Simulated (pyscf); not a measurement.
One four-centre exchange on the singlet surface with elements of a group swapped. CCSD(T)/def2-TZVPP + ΔMP2(QZVPP), kcal/mol, from the separated reactants. Structures and frequencies: ωB97X-D3(BJ)/def2-SVP in PySCF. MP2 and CC: frozen core, UHF for open shells. ΔMP2 is the change of the MP2 total energy from the triple- to the quadruple-zeta basis.

```json
[
 {"step": "`[F][BH][F]` + `[OH2]` -> `[FH]` + `[OH][BH][F]`", "barrier": "[?]", "reaction energy": "[?]", "imaginary mode (i cm⁻¹)": "975"},
 {"step": "`[Cl][BH][Cl]` + `[OH2]` -> `[ClH]` + `[OH][BH][Cl]`", "barrier": "9.5", "reaction energy": "-13.1", "imaginary mode (i cm⁻¹)": "1148"}
]
```

Problem. What belongs in the gaps?

Solution. 
- `[F][BH][F]` + `[OH2]` -> `[FH]` + `[OH][BH][F]`, barrier: 18.2
- `[F][BH][F]` + `[OH2]` -> `[FH]` + `[OH][BH][F]`, reaction energy: +2.4

Row 1: On the reactant side the descent ends in an adduct with a B–O contact, 8.0 kcal/mol under the separated species and 24.0 kcal/mol under the saddle at ωB97X-D3(BJ)/def2-TZVP. On the product side the descent ends in a complex, 4.6 kcal/mol under the separated species and 18.1 kcal/mol under the saddle at ωB97X-D3(BJ)/def2-TZVP. Row 2: On the reactant side the descent ends in an adduct with a B–O contact, 12.1 kcal/mol under the separated species and 19.2 kcal/mol under the saddle at ωB97X-D3(BJ)/def2-TZVP. Each row is the saddle that its search found. The CCSD(T) − MP2 part came from Ansatz, without density fitting, on the same reference.
